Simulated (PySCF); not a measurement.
Compound: C5H10O.
Numbering: `[CH2:1]1[CH2:2][CH2:3][O:4][CH2:5][CH2:6]1` (hydrogens: H7, H8 on C1; H9, H10 on C2; H11, H12 on C3; H13, H14 on C5; H15, H16 on C6)

The same species was optimised twice, with GFN2-xTB and with PBE0-D3(BJ)/def2-SVP (PySCF), and the same property calculations (PySCF, gas phase) were run on both structures.

```json
{"coordinate": "C2–C3 (Å)", "GFN2-xTB": "1.529", "PBE0-D3(BJ)/def2-SVP": "1.521", "change": "-0.008"}
{"coordinate": "C5–C6 (Å)", "GFN2-xTB": "1.529", "PBE0-D3(BJ)/def2-SVP": "1.522", "change": "-0.007"}
{"coordinate": "C3–O4 (Å)", "GFN2-xTB": "1.409", "PBE0-D3(BJ)/def2-SVP": "1.403", "change": "-0.006"}
{"coordinate": "O4–C5 (Å)", "GFN2-xTB": "1.409", "PBE0-D3(BJ)/def2-SVP": "1.404", "change": "-0.005"}
{"coordinate": "C1–C2 (Å)", "GFN2-xTB": "1.527", "PBE0-D3(BJ)/def2-SVP": "1.526", "change": "-0.001"}
{"coordinate": "C1–C6 (Å)", "GFN2-xTB": "1.527", "PBE0-D3(BJ)/def2-SVP": "1.526", "change": "-0.001"}
{"coordinate": "C2–C1–C6 (°)", "GFN2-xTB": "109.0", "PBE0-D3(BJ)/def2-SVP": "110.0", "change": "+1.0"}
{"coordinate": "C1–C6–C5 (°)", "GFN2-xTB": "109.3", "PBE0-D3(BJ)/def2-SVP": "110.3", "change": "+1.0"}
{"coordinate": "C3–O4–C5 (°)", "GFN2-xTB": "111.7", "PBE0-D3(BJ)/def2-SVP": "112.6", "change": "+0.9"}
{"coordinate": "C1–C2–C3 (°)", "GFN2-xTB": "109.3", "PBE0-D3(BJ)/def2-SVP": "110.2", "change": "+0.9"}
{"coordinate": "C2–C3–O4 (°)", "GFN2-xTB": "112.0", "PBE0-D3(BJ)/def2-SVP": "111.8", "change": "-0.2"}
{"coordinate": "O4–C5–C6 (°)", "GFN2-xTB": "112.0", "PBE0-D3(BJ)/def2-SVP": "111.9", "change": "-0.1"}
```

Rotational constants: A = 4744, B = 4515, C = 2631 MHz (GFN2-xTB) against A = 4712, B = 4538, C = 2620 MHz (PBE0-D3(BJ)/def2-SVP). Point groups within 0.08 Å: Cs and Cs. Atoms that the bonding makes alike are paired by their places after alignment.

On the GFN2-xTB structure: HOMO (eV) -7.13 [PBE0/pcSseg-1]; LUMO (eV) 1.56 [PBE0/pcSseg-1]; dipole (D) 1.47 [PBE0/pcSseg-1]; GIAO shielding of C1 (ppm) 159.3 [PBE0/pcSseg-1]; GIAO shielding of C2/C6 (mean) (ppm) 156.4 [PBE0/pcSseg-1]; GIAO shielding of C3/C5 (mean) (ppm) 114.7 [PBE0/pcSseg-1]; GIAO shielding of O4 (ppm) 283.3 [PBE0/pcSseg-1].

Problem. What do these properties become on the PBE0-D3(BJ)/def2-SVP structure?

Solution. 
| property | level | on GFN2-xTB | on PBE0-D3(BJ)/def2-SVP | change |
| --- | --- | --- | --- | --- |
| HOMO (eV) | PBE0/pcSseg-1 | -7.13 | -7.15 | -0.02 |
| LUMO (eV) | PBE0/pcSseg-1 | 1.56 | 1.50 | -0.06 |
| dipole (D) | PBE0/pcSseg-1 | 1.47 | 1.43 | -0.04 |
| energy, GFN2-xTB geometry as zero (kcal/mol) | PBE0/pcSseg-1 | 0.0 | -0.3 | -0.3 |
| GIAO shielding of C1 (ppm) | PBE0/pcSseg-1 | 159.3 | 158.6 | -0.7 |
| GIAO shielding of C2/C6 (mean) (ppm) | PBE0/pcSseg-1 | 156.4 | 155.9 | -0.5 |
| GIAO shielding of C3/C5 (mean) (ppm) | PBE0/pcSseg-1 | 114.7 | 115.1 | +0.4 |
| GIAO shielding of O4 (ppm) | PBE0/pcSseg-1 | 283.3 | 285.6 | +2.3 |

The heavy atoms differ by 0.015 Å rms after alignment (one structure mirrored). Among bonds between heavy atoms C2–C3 and C5–C6 change most and about equally (-0.008 to -0.007 Å). Changes are differences of the printed values. Neither structure is proved a minimum here.
